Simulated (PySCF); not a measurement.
# Property card for `C(P1CC1)C`

Compound: C4H9P.
Bonds: C1–C2, C2–P3, P3–C4, C4–C5, P3–C5. Hydrogens: H6, H7, H8 on C1; H9, H10 on C2; H11, H12 on C4; H13, H14 on C5.

Structural features include: phosphine.

PBE0-D3(BJ)/def2-SVP geometry optimisation, gas phase (PySCF):

- Point group: C1
- Rotational constants A, B, C: 8.288, 2.495, 2.414 GHz

**wB97X-D/def2-SVPD ground state, ΔSCF and vertical TDDFT (core frozen in the response) (PySCF)**

- Dipole moment: 1.34 D
- HOMO energy: -8.85 eV
- LUMO energy: 2.21 eV
- HOMO–LUMO gap: 11.06 eV
- Lowest singlet excitation: 6.52 eV (190 nm, f = 0.038)
- Strongest line among the 10 lowest singlet transitions: S7 at 7.95 eV (156 nm, f = 0.227)
- Lowest triplet excitation (Tamm–Dancoff): 5.48 eV
- Static isotropic polarisability: 73.5 au
- Vertical ionisation energy: 9.11 eV
- Electronic spatial extent ⟨r²⟩ about the centre of nuclear charge: 609 bohr²

**PBE0/pcSseg-1 ground state and GIAO shieldings, non-relativistic (PySCF)**

- Lowest Hirshfeld atomic charge: -0.12 e on C1/C4/C5
- Highest Hirshfeld atomic charge: +0.11 e on P3
- 13C chemical shifts (computed TMS as zero) by class: 30.1 (C2), 13.8 (C1), 9.0 (C4/C5) ppm
- 1H chemical shifts (computed TMS as zero) by class: 1.05 (H6/H7/H8), 0.69 (H11/H12/H13/H14), 0.55 (H9/H10) ppm
- Isotropic shieldings of nuclei other than C and H, by class: 581 (P3) ppm
- Mayer bond orders between heavy atoms: C1–C2 1.04, C2–P3 0.94, P3–C4 0.93, C4–C5 0.96, C5–P3 0.93

delta-SCF UKS SCAN, pcX-2 on the ionised atom, pcseg-1 elsewhere, spin-free X2C; 2p3/2 from a spin–orbit splitting computed afterwards within the 2p shell (PySCF):

* Core binding energies: P2p3/2 135.8 (P3), C1s 290.4 (C2), C1s 290.4 (C4/C5), C1s 290.6 (C1), P1s 2149.4 (P3) eV

Monoisotopic mass from the formula: 88.0442 u.

The principal polarisabilities are 65.6, 67.2 and 87.7 au; their mean is the isotropic value. The largest Löwdin shares of the HOMO are 0.57 on P3, 0.13 on C2, 0.12 on C4 and 0.11 on C5. In atomic units the dipole is 0.53 e·bohr (1 au = 2.5417 D). In wavenumbers S1 is 52600 cm⁻¹ (1 eV = 8065.54 cm⁻¹). The polarisability is 10.90 Å³ as a volume (1 au = 0.148185 Å³), or 1.53 au for each of the 48 electrons. The rotational constants make it an asymmetric top with κ = (2B − A − C)/(A − C) = -0.97, nearer the prolate limit (−1). The vertical singlet–triplet gap S1 − T1 is 1.04 eV (TDDFT singlet less Tamm–Dancoff triplet; S1: HOMO→LUMO, weight 0.78; T1: HOMO→LUMO, weight 0.66). S1 lies 4.54 eV below the HOMO–LUMO gap; its leading configuration is HOMO→LUMO, weight 0.78.

 NMR classes are plain means over equivalent atoms (diastereotopic ones count apart unless rotation or inversion swaps them), as if these changed places fast; in this geometry the members of some classes differ.

The values belong to the conformer `[CH3:1][CH2:2][P:3]1[CH2:4][CH2:5]1`: C1–C2–P3–C4 -94°.
